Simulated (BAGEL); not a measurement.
# BHClO (SMILES O[B]Cl) at FCI/STO-3G (density fitting with qzvpp-jkfit)

What is the energy change on altering one bond length of BHClO at FCI/STO-3G (density fitting with qzvpp-jkfit)? 

The calculation is run with BAGEL 1.2.2.

24 further runs of the same task are left out: 1 that didn't finish, 23 set aside as unsound or not needed.

## Step 1: The system as given

BHClO: 4 atoms, total charge 0, spin state doublet. SMILES: `O[B]Cl`. Geometry: relaxed at PBE0-D4/def2-TZVP.

Bond lengths: O1–B2 1.334 Å, B2–Cl3 1.740 Å, O1–H4 0.961 Å. Angles: O1–B2–Cl3 122.2°, B2–O1–H4 113.5°.

## Step 2: A single-point energy at FCI/STO-3G (density fitting with qzvpp-jkfit)

fci.json reads:

```json
{ "bagel": [

{
  "title": "molecule",
  "basis": "sto-3g",
  "df_basis": "qzvpp-jkfit",
  "angstrom": "true",
  "geometry": [
    { "atom": "O", "xyz": [       0.545600,       0.191100,      -0.589300 ] },
    { "atom": "B", "xyz": [      -0.429900,       0.065600,       0.312600 ] },
    { "atom": "Cl", "xyz": [      -0.557200,      -1.323200,       1.352900 ] },
    { "atom": "H", "xyz": [       0.497000,       1.006200,      -1.096500 ] }
  ]
},

{
  "title": "hf",
  "charge": 1
},

{
  "title": "fci",
  "nstate": 1,
  "ncore": 7,
  "nspin": 1
}

]}
```

Started as:

```sh
BAGEL_NUM_THREADS=1 BAGEL fci.json > fci.out
```

The program printed:

```text
* using 1 threads per process

  ===============================================================
  ===============================================================

  *** Geometry ***

  { "atom" : "O", "xyz" : [      1.031035,      0.361127,     -1.113616 ] },
  { "atom" : "B", "xyz" : [     -0.812393,      0.123966,      0.590728 ] },
  { "atom" : "Cl", "xyz" : [     -1.052955,     -2.500486,      2.556610 ] },
  { "atom" : "H", "xyz" : [      0.939194,      1.901442,     -2.072085 ] },

  Number of auxiliary basis functions:      298

  Since a DF basis is specified, we compute 2- and 3-index integrals:
    o Being stored without compression. Storage requirement is 0.001 GB

  Number of basis functions:       20
  Number of electrons      :       31

    * METHOD: MOLECULE                             0.06

  *** RHF ***

  === Nuclear Repulsion ===
    76.6997254512

      * DIIS with orbital gradients will be used.

  === RHF iteration (sto-3g) ===
      0       -553.01456792          0.02828951           0.00
      1       -553.10527992          0.01733717           0.00
      2       -553.13312007          0.00201556           0.00
[... 10 lines of this table left out ...]
     13       -553.13385995          0.00000001           0.00
    * SCF iteration converged.

    * Permanent dipole moment:
           (    0.397707,    -2.140166,     1.105398) a.u.

    * METHOD: HF                                   0.10

  ---------------------------
        FCI calculation
  ---------------------------

  Performs exactly the same way as Knowles & Handy 1984 CPL

  o alpha-beta strings
      length:          2002
  o size of the space
      determinant space:  920205
      spin-adapted space: 429429

  o single displacement lists (alpha)
      length:         32175
  o single displacement lists (beta)
      length:         61776

     guess   0:   closed 11111111.....        open ........1....

  === FCI iteration ===

      0  0      -553.35023360     5.20e-04      2.06
      1  0      -553.45589204     2.79e-04      1.77
      2  0      -553.48217378     1.30e-04      1.73
[... 16 lines of this table left out ...]
     19  0      -553.48851159     3.30e-10      1.79
    ** throwing out 1 trial vectors **
     20  0      -553.48851159     1.42e-10      1.83
    ** throwing out 1 trial vectors **
     21  0 *    -553.48851159     6.19e-11      1.65

     * ci vector, state   0, <S^2> = 0.7500
       22222222a....    -0.9465570817
       22222a222....     0.1027214888
       222a22222....     0.0938242654
       2222.222a2...    -0.0733585625
       222222a22....    -0.0706236141

    * METHOD: FCI                                 39.14

  ===============================================================
```

Run time: 40 s. Hardware: 1 thread of Intel Xeon 6975P-C (Granite Rapids), shared host; peak memory 1.6 GiB.

## Step 3: The distorted shape, same level

fci.json reads:

```json
{ "bagel": [

{
  "title": "molecule",
  "basis": "sto-3g",
  "df_basis": "qzvpp-jkfit",
  "angstrom": true,
  "geometry": [
    { "atom": "O", "xyz": [       0.564697,       0.399447,      -0.745365 ] },
    { "atom": "B", "xyz": [      -0.410803,       0.273947,       0.156535 ] },
    { "atom": "Cl", "xyz": [      -0.557200,      -1.323200,       1.352900 ] },
    { "atom": "H", "xyz": [       0.516097,       1.214547,      -1.252565 ] }
  ]
},

{
  "title": "hf",
  "charge": 1
},

{
  "title": "fci",
  "nstate": 1,
  "ncore": 7,
  "nspin": 1
}

]}
```

Started as:

```sh
BAGEL_NUM_THREADS=1 BAGEL fci.json > fci.out
```

The program printed:

```text
* using 1 threads per process

  ===============================================================
  ===============================================================

  *** Geometry ***

  { "atom" : "O", "xyz" : [      1.067123,      0.754845,     -1.408536 ] },
  { "atom" : "B", "xyz" : [     -0.776305,      0.517685,      0.295808 ] },
  { "atom" : "Cl", "xyz" : [     -1.052955,     -2.500486,      2.556610 ] },
  { "atom" : "H", "xyz" : [      0.975282,      2.295161,     -2.367005 ] },

  Number of auxiliary basis functions:      298

  Since a DF basis is specified, we compute 2- and 3-index integrals:
    o Being stored without compression. Storage requirement is 0.001 GB

  Number of basis functions:       20
  Number of electrons      :       31

    * METHOD: MOLECULE                             0.04

  *** RHF ***

  === Nuclear Repulsion ===
    70.9881118117

      * DIIS with orbital gradients will be used.

  === RHF iteration (sto-3g) ===
      0       -552.94594210          0.03004253           0.00
      1       -553.05725432          0.01986292           0.00
      2       -553.09682369          0.00286527           0.00
[... 11 lines of this table left out ...]
     14       -553.09875328          0.00000000           0.00
    * SCF iteration converged.

    * Permanent dipole moment:
           (    0.327427,    -2.372780,     1.320671) a.u.

    * METHOD: HF                                   0.07

  ---------------------------
        FCI calculation
  ---------------------------

  Performs exactly the same way as Knowles & Handy 1984 CPL

  o alpha-beta strings
      length:          2002
  o size of the space
      determinant space:  920205
      spin-adapted space: 429429

  o single displacement lists (alpha)
      length:         32175
  o single displacement lists (beta)
      length:         61776

     guess   0:   closed 11111111.....        open ........1....

  === FCI iteration ===

      0  0      -553.33369337     5.13e-04      2.38
      1  0      -553.44160219     2.82e-04      1.97
      2  0      -553.46997357     1.34e-04      1.84
[... 16 lines of this table left out ...]
     19  0      -553.47775093     6.41e-10      1.85
    ** throwing out 1 trial vectors **
     20  0      -553.47775093     2.95e-10      1.82
    ** throwing out 1 trial vectors **
     21  0      -553.47775093     1.34e-10      1.90
    ** throwing out 1 trial vectors **
     22  0 *    -553.47775093     5.94e-11      1.74

     * ci vector, state   0, <S^2> = 0.7500
       22222222a....    -0.9350444373
       22222a222....     0.1510450126
       2222.222a2...    -0.0775948767
       222a22222....    -0.0762027680
       22222b22a.a..     0.0695570932
       22222.22a.2..    -0.0613216795
       22222222..a..    -0.0562190094
       222222a22....     0.0557063613

    * METHOD: FCI                                 43.73

  ===============================================================
```

Run time: 44 s. Hardware: 1 thread of Intel Xeon 6975P-C (Granite Rapids), shared host; peak memory 1.6 GiB.

## Step 4: Summary of results

Level: FCI/STO-3G (density fitting with qzvpp-jkfit), 7 core orbitals frozen.

| quantity | value |
| --- | --- |
| first shape: total energy | -553.48851 Eh |
| distorted shape: total energy | -553.47775 Eh |
| energy change with the B2–Cl3 bond stretched from 1.740 to 2.001 Å | 0.293 eV |

What this shows: With the B2–Cl3 bond stretched from 1.740 to 2.001 Å the energy rises by 0.29 eV (6.8 kcal/mol). The first shape isn't relaxed at this level, so the change isn't measured from a minimum. The minimal basis adds a large error of its own.
